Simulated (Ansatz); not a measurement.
Mulliken charges of C3H3F3 (`FC1CC1(F)F`) from B3LYP/def2-TZVPP in Ansatz (PBE0-D4/def2-TZVP geometry).

```json
{"atom": "F1", "x (Å)": "-1.468", "y (Å)": "-0.884", "z (Å)": "0.911", "charge (e)": "-0.211"}
{"atom": "C2", "x (Å)": "-0.386", "y (Å)": "-0.087", "z (Å)": "0.765", "charge (e)": "0.091"}
{"atom": "C3", "x (Å)": "0.712", "y (Å)": "-0.546", "z (Å)": "-0.179", "charge (e)": "-0.213"}
{"atom": "C4", "x (Å)": "-0.171", "y (Å)": "0.588", "z (Å)": "-0.532", "charge (e)": "0.415"}
{"atom": "F5", "x (Å)": "-1.068", "y (Å)": "0.436", "z (Å)": "-1.508", "charge (e)": "-0.187"}
{"atom": "F6", "x (Å)": "0.319", "y (Å)": "1.836", "z (Å)": "-0.540", "charge (e)": "-0.195"}
{"atom": "H7", "x (Å)": "-0.111", "y (Å)": "0.433", "z (Å)": "1.676", "charge (e)": "0.091"}
{"atom": "H8", "x (Å)": "0.521", "y (Å)": "-1.470", "z (Å)": "-0.711", "charge (e)": "0.112"}
{"atom": "H9", "x (Å)": "1.740", "y (Å)": "-0.352", "z (Å)": "0.100", "charge (e)": "0.099"}
```

**Question.** By hand: the dipole of these point charges (1 e Å = 4.8032 D).

**Answer.** Σ q r = (0.410, -0.061, 0.165) e Å, of length 0.446 e Å = 2.14 D.

**Question.** How does the dipole of the full density compare? (Best estimate.)

**Answer.** Ansatz gave: (0.389, -0.139, 0.205) e Å, 2.22 D; the point charges give 0.96 times that, at 11° from its direction.

Point charges leave out the atoms' own dipoles, such as those of lone pairs, and Mulliken's split depends on the basis, so the close match here is no proof of good charges.

B3LYP here is the variant with VWN-RPA as its local correlation; programs differ in this.
